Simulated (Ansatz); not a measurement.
Saddle point of CH₇AlS, singlet (AlH₃S ([AlH2][SH]) + CH₄ → CH₅Al ([CH3][AlH2]) + H₂S (still joined by a long Al–S bond); bonds formed: Al1–C6, S2–H5; bonds broken: H5–C6; bonds weakened to dative contacts: Al1–S2), PBE0-D4/def2-TZVP structure:

Al1  (-0.818, -0.174, -0.729)
S2  (0.830, 1.523, -1.235)
H3  (-0.702, -1.272, -1.864)
H4  (-2.151, 0.522, -0.235)
H5  (0.797, 0.450, -0.080)
C6  (0.376, -0.704, 0.897)
H7  (0.251, 2.431, -0.432)
H8  (1.339, -1.201, 0.760)
H9  (-0.339, -1.509, 1.137)
H10  (0.416, -0.066, 1.782)
(Å)

Energies are electronic, without zero-point energy. Barriers and step energies count from the start structure reached by relaxing down the imaginary mode; all methods use the PBE0-D4 structures, on which another method's saddle can fall below an end. Computed with Ansatz 0.2.0 (basis: def2-TZVPP, with def2-QZVPP for the basis limit); correlated methods freeze the cores. B3LYP uses VWN-RPA correlation. Extrapolation: Hartree–Fock as exp(−7.88 √X), correlation as X^−2.97.

```tsv
method	barrier (kJ/mol)	step energy (kJ/mol)
SPW92	100.7	70.4
PBE-D4	?	79.7
BLYP-D4	145.2	83.4
r2SCAN-D4	135.4	82.8
B97M-V	153.8	86.0
PBE0-D4	140.8	81.1
B3LYP-D4	?	84.3
r2SCAN0-D4	146.7	83.6
BHLYP-D4	174.1	86.3
CAM-B3LYP-D4	160.5	82.4
wB97X-V	160.8	81.8
wB97M-V	159.5	82.6
B2PLYP	161.6	86.7
PBE-QIDH	153.5	83.5
RPA on PBE	160.7	80.4
HF	?	97.0
MP2	156.6	85.6
CCSD	172.6	84.2
CCSD(T)	162.7	83.2
```

Fill in the withheld barriers. (An estimate is asked for; the value comes from the calculation.)

Computed: B3LYP-D4 155.4; HF 222.1; PBE-D4 126.8 kJ/mol. Each is the energy of the saddle less that of the start structure, by the same method.

For comparison, the barrier by CCSD(T) at an estimated basis limit (MP2 extrapolated from triple and quadruple zeta, plus CCSD(T) − MP2 in triple zeta) is 161.1 kJ/mol.

The T1 diagnostic stays at or below 0.011. The start structure is not quite a true minimum (one mode of 59i cm⁻¹).

Labels in which every atom is bracketed show which atoms are joined, not bond orders.

For scale, one of the runs: CCSD(T)/def2-TZVPP, 213 basis functions, launched by `ansatz run in.yaml --threads 2 --pin off --events-out ev --progress --plain --max-ram 4352MiB`. Time: 92 s of wall clock on 2 CPU threads of an Arm Neoverse N1; the host was shared. Peak host memory: 2.8 GiB.
